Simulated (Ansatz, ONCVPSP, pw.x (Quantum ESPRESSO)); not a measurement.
## Which Ba potential is closest to all-electron in the bcc crystal?

All use PBE, scalar-relativistic, no spin, cutoffs from each file’s atomic test, pw.x 7.5; 9³ k-points, Fermi–Dirac smearing 0.01 Ry. Δ is the rms difference from all-electron LAPW of the E(V) curves that follow from fits to the pressures, over ±6 % in volume. Mesh and smearing are coarse and serve the comparison alone. The files are a selection: those with a ghost or negative overlap were mostly not run, and those with noisy or unconverged pressures or nearly equal Δ are left out.

All-electron: a0 = 5.031 Å (V0 = 63.67 Å³/atom), B0 = 8.4 GPa.

Q: Rank them by Δ, smallest first.
A. optimised norm-conserving Vanderbilt (ONCV), ONCVPSP 4.0.1, PBE; core [Kr] 4d10, reference 5s2 5p6 6s2; waves: 5s+6s: rc 2.60 bohr, ncon 4, nbas 9, qcut 3.6 1/bohr, 2 projectors; 5p: rc 3.05 bohr, ncon 4, nbas 8, qcut 4.6 1/bohr, 2 projectors, debl 0.6 Ha; d scattering state at 0.04 Ha: rc 3.05 bohr, ncon 4, nbas 9, qcut 3.2 1/bohr, 1 projector; local part: polynomial inside 2.50 bohr (lpopt 5, dvloc0 2 Ha); core correction: Teter function, fcfact 2, rcfact 1.5. In the p channel the program set the typed energies aside and used -0.689, 0.250 Ha. In the d channel the program set the typed energies aside and used 0.050 Ha.
B. optimised norm-conserving Vanderbilt (ONCV), ONCVPSP 4.0.1, PBE; core [Kr] 4d10, reference 5s2 5p6 6s1.5 6p0.5; waves: 5s+6s: rc 2.90 bohr, ncon 3, nbas 7, qcut 5 1/bohr, 2 projectors; 5p+6p: rc 3.55 bohr, ncon 3, nbas 7, qcut 4.2 1/bohr, 2 projectors; d scattering state at 0.09 Ha: rc 3.50 bohr, ncon 3, nbas 8, qcut 3.1 1/bohr, 2 projectors, debl 1 Ha; local part: polynomial inside 2.60 bohr (lpopt 1, dvloc0 2 Ha); core correction: Teter function, fcfact 2.25, rcfact 1.15. In the d channel the program set the typed energies aside and used -0.090, 0.910 Ha.
C. optimised norm-conserving Vanderbilt (ONCV), ONCVPSP 4.0.1, PBE; core [Kr] 4d10, reference 5s2 5p6 6s2; waves: 5s+6s: rc 2.60 bohr, ncon 4, nbas 7, qcut 3.9 1/bohr, 2 projectors; 5p: rc 2.30 bohr, ncon 4, nbas 8, qcut 5.4 1/bohr, 2 projectors, debl 1.1 Ha; d scattering state at 0.12 Ha: rc 2.40 bohr, ncon 4, nbas 9, qcut 4.7 1/bohr, 2 projectors, debl 3.8 Ha; local part: polynomial inside 2.25 bohr (lpopt 3, dvloc0 -1 Ha); core correction: none. In the d channel the program set the typed energies aside and used 0.050, 3.850 Ha.

A: C (0.2 meV/atom), B (0.4 meV/atom), A (1.0 meV/atom).
